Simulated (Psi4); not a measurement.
# MP2/6-31G(d) (density fitting, density fitting for correlation, spherical functions, sweep point 6) run of CH4O (methanol)

What is the vertical ionisation energy of CH4O (methanol) at MP2/6-31G* (density fitting, density fitting for correlation, spherical functions, sweep point 6)? 

The calculation is run with Psi4 1.11.

4 further runs of the same task are left out: 4 set aside as unsound or not needed.

## (1) The molecule

The species is CH4O (6 atoms), meant as a singlet with charge 0. SMILES: `CO`. Geometry: relaxed at PBE0-D4/def2-TZVP.

Bond lengths: C1–O2 1.409 Å, C1–H3 1.090 Å, C1–H4 1.097 Å, C1–H5 1.097 Å, O2–H6 0.959 Å. Angles: C1–O2–H6 108.5°, O2–C1–H3 107.0°, O2–C1–H4 112.4°, O2–C1–H5 112.4°, H3–C1–H4 108.1°, H3–C1–H5 108.1°, H4–C1–H5 108.6°.

## (2) A single-point energy at MP2/6-31G(d) (density fitting, density fitting for correlation, spherical functions, sweep point 6)

Input file input.dat:

```
memory 1600 mb

molecule {
  C     -0.088400    -0.207400    -0.275700
  O     -0.165000     0.316500     1.030100
  H     -0.864700    -0.968400    -0.360900
  H      0.878800    -0.683600    -0.479200
  H     -0.272700     0.554400    -1.043400
  H      0.512100     0.988500     1.129100
  units angstrom
  symmetry c1
}

set basis 6-31G*
set puream true
set scf_type df
set num_frozen_docc 2
set d_convergence 1e-08
set e_convergence 1e-08

result, w = energy("mp2", return_wfn=True)
```

Started as:

```bash
$ psi4 input.dat output.dat -n 1
```

output.dat:

```text
[...]
  Running in c1 symmetry.
[...]
  Nuclear repulsion =   40.458002606553038
[...]
  Multiplicity = 1
[...]
  Nalpha       = 9
  Nbeta        = 9
[...]
    Number of basis functions: 36
[...]
   @DF-RHF iter   1:  -114.97184928999010   -5.73294e-01   9.80259e-03 DIIS/ADIIS
[...]
   @DF-RHF iter  11:  -115.03372506141558   -7.10543e-13   3.29161e-09 DIIS
[...]
    Orbital Energies [Eh]
    ---------------------
    Doubly Occupied:
       1A    -20.553865     2A    -11.267596     3A     -1.355076
       4A     -0.922851     5A     -0.688758     6A     -0.617370
       7A     -0.591497     8A     -0.497234     9A     -0.443862
[...]
  @DF-RHF Final Energy:  -115.03372506141558
   => Energetics <=
    Nuclear Repulsion Energy =             40.4580026065530376
    One-Electron Energy =                -237.1072420934212914
    Two-Electron Energy =                  81.6155144254526732
    Total Energy =                       -115.0337250614155806
[...]
 Multipole Moments:
 ------------------------------------------------------------------------------------
     Multipole            Electronic (a.u.)      Nuclear  (a.u.)        Total (a.u.)
 ------------------------------------------------------------------------------------
 L = 1.  Multiply by 2.5417464519 to convert [e a0] to [Debye]
 Dipole X            :         -0.1527415            0.6406786            0.4879371
 Dipole Y            :          0.6055737           -0.3895885            0.2159852
 Dipole Z            :          1.6397813           -2.1569239           -0.5171426
 Magnitude           :                                                    0.7430805
[...]
```

Run time: 1.9 s. Hardware: 1 thread of Intel Xeon Platinum 8488C (Sapphire Rapids), shared host; peak memory 0.19 GiB.

## (3) The doublet cation

Input file calc.inp:

```
memory 1.6 GB

molecule molecule1 {
  1 2
  C     -0.088400    -0.207400    -0.275700
  O     -0.165000     0.316500     1.030100
  H     -0.864700    -0.968400    -0.360900
  H      0.878800    -0.683600    -0.479200
  H     -0.272700     0.554400    -1.043400
  H      0.512100     0.988500     1.129100
  units angstrom
  symmetry c1
}

set globals {
  basis           6-31G*
  reference       uhf
  puream          true
  scf_type        df
  num_frozen_docc 2
  d_convergence   1e-08
  e_convergence   1e-08
  maxiter         150
}

e_tot, wfn = energy('mp2', return_wfn=True)
print_variables()
```

Started as:

```bash
$ psi4 calc.inp calc.out -n 1
```

calc.out:

```text
[...]
  Running in c1 symmetry.
[...]
  Nuclear repulsion =   40.458002606553038
[...]
  Multiplicity = 2
[...]
  Nalpha       = 9
  Nbeta        = 8
[...]
    Number of basis functions: 36
[...]
   @DF-UHF iter   1:  -114.59439137380303   -1.95836e-01   7.63184e-03 ADIIS/DIIS
[...]
   @DF-UHF iter  15:  -114.67898278559201   -1.49214e-12   9.37789e-09 DIIS
[...]
   @S^2 Observed:                7.606444730E-01
[...]
    Orbital Energies [Eh]
    ---------------------
    Alpha Occupied:
       1A    -21.069316     2A    -11.557103     3A     -1.851564
       4A     -1.267780     5A     -1.101103     6A     -1.090955
       7A     -0.993627     8A     -0.832982     9A     -0.822987
    Alpha Virtual:
      10A     -0.070748    11A      0.036429    12A      0.066621
      13A      0.078619    14A      0.088057    15A      0.473900
      16A      0.484301    17A      0.497473    18A      0.698067
      19A      0.794986    20A      0.822887    21A      0.850077
      22A      0.899849    23A      0.916110    24A      0.970361
      25A      1.044634    26A      1.407267    27A      1.440723
[...]
  @DF-UHF Final Energy:  -114.67898278559201
   => Energetics <=
    Nuclear Repulsion Energy =             40.4580026065530376
    One-Electron Energy =                -230.4542514357054017
    Two-Electron Energy =                  75.3172660435603518
    Total Energy =                       -114.6789827855920123
  UHF NO Occupations:
  HONO-2 :    7  A 1.9983004
  HONO-1 :    8  A 1.9979551
[...]
 Multipole Moments:
 ------------------------------------------------------------------------------------
     Multipole            Electronic (a.u.)      Nuclear  (a.u.)        Total (a.u.)
 ------------------------------------------------------------------------------------
 L = 1.  Multiply by 2.5417464519 to convert [e a0] to [Debye]
 Dipole X            :         -0.0259304            0.6406786            0.6147482
 Dipole Y            :          0.8432404           -0.3895885            0.4536519
 Dipole Z            :          1.9024093           -2.1569239           -0.2545146
 Magnitude           :                                                    0.8052907
[...]
```

Run time: 2.2 s. Hardware: 1 thread of Intel Xeon Platinum 8488C (Sapphire Rapids), shared host; peak memory 0.19 GiB.

## (4) Summary of results

Level: MP2/6-31G* (density fitting, density fitting for correlation, spherical functions, sweep point 6), 2 core orbitals frozen.

| quantity | value |
| --- | --- |
| singlet CH4O: total energy | -115.34158 Eh |
| singlet CH4O: HOMO energy (Hartree–Fock orbitals) | -12.08 eV |
| singlet CH4O: LUMO energy (Hartree–Fock orbitals) | 6.16 eV |
| singlet CH4O: HOMO–LUMO gap (Hartree–Fock orbitals) | 18.24 eV |
| singlet CH4O: correlation energy (2 core orbitals frozen) | -307.9 mEh |
| doublet cation: total energy | -114.94355 Eh |
| doublet cation: HOMO energy (Hartree–Fock orbitals) (highest over α and β) | -22.13 eV |
| doublet cation: LUMO energy (Hartree–Fock orbitals) (lowest over α and β) | -7.24 eV |
| doublet cation: correlation energy (2 core orbitals frozen) | -264.6 mEh |
| doublet cation: ⟨S²⟩ of the reference determinant | 0.761 |
| vertical ionisation energy (to the doublet cation) | 10.831 eV |

In words: Removing an electron at fixed nuclei costs 10.83 eV (250 kcal/mol).
